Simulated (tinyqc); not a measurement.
Stretching all distances: RHF, UHF, MP2, CISD and CCSD against full CI in the sto-3g basis, for LiH, spin multiplicity 1. Computed by the program tinyqc with PySCF. All coordinates are multiplied by the scale. c0^2 is the weight of the RHF determinant in the lowest singlet FCI state (UHF is spin-contaminated and may lie near states of higher spin) and n(LUMO) the first natural occupation beyond the occupied space.

Geometry (angstrom):

| atom | x | y | z |
|---|---|---|---|
| Li | 0.0000 | 0.0000 | 0.0000 |
| H | 0.0000 | 0.0000 | 1.4150 |

Full CI energy (hartree) and errors against it (kcal/mol):

| scale | distance 1-2 (angstrom) | E(FCI) | RHF | UHF | MP2 | CISD | CCSD | <S^2> UHF | c0^2 | n(LUMO) |
|---|---|---|---|---|---|---|---|---|---|---|
| 0.960 | 1.358 | -7.87534 | 11.024 | 11.024 | 3.802 | 0.006 | 4.96e-03 | 0.000 | 0.980 | 0.031 |
| 1.110 | 1.571 | -7.88267 | 12.547 | 12.547 | 4.591 | 0.008 | 0.006 | 0.000 | 0.975 | 0.041 |
| 1.270 | 1.797 | -7.87469 | 15.333 | 15.333 | 6.041 | 0.011 | 0.008 | 0.000 | 0.965 | 0.060 |
| 1.420 | 2.009 | -7.86039 | 19.132 | 19.132 | 8.070 | 0.014 | 0.011 | 0.000 | 0.948 | 0.089 |
| 1.580 | 2.236 | -7.84292 | 24.623 | 20.230 | 11.075 | 0.020 | 0.016 | 0.502 | 0.918 | 0.138 |
| 1.730 | 2.448 | -7.82725 | 31.292 | 16.829 | 14.773 | 0.027 | 0.023 | 0.726 | 0.876 | 0.205 |
| 1.890 | 2.674 | -7.81312 | 40.098 | 12.211 | 19.606 | 0.038 | 0.034 | 0.846 | 0.817 | 0.303 |
| 2.040 | 2.887 | -7.80301 | 49.723 | 8.406 | 24.623 | 0.050 | 0.045 | 0.907 | 0.753 | 0.410 |

What does the comparison show, and why?

UHF parts from RHF first at scale 1.58 of those listed, where <S^2> leaves zero. The weight c0^2 goes from 0.98 to 0.75 and n(LUMO) from 0.03 to 0.41: static correlation grows as the bonds break into open-shell fragments. The spread of the error along the curve, which distorts its shape, is CCSD 0.0, CISD 0.0, UHF 11.8, MP2 20.8, RHF 38.7 kcal/mol.
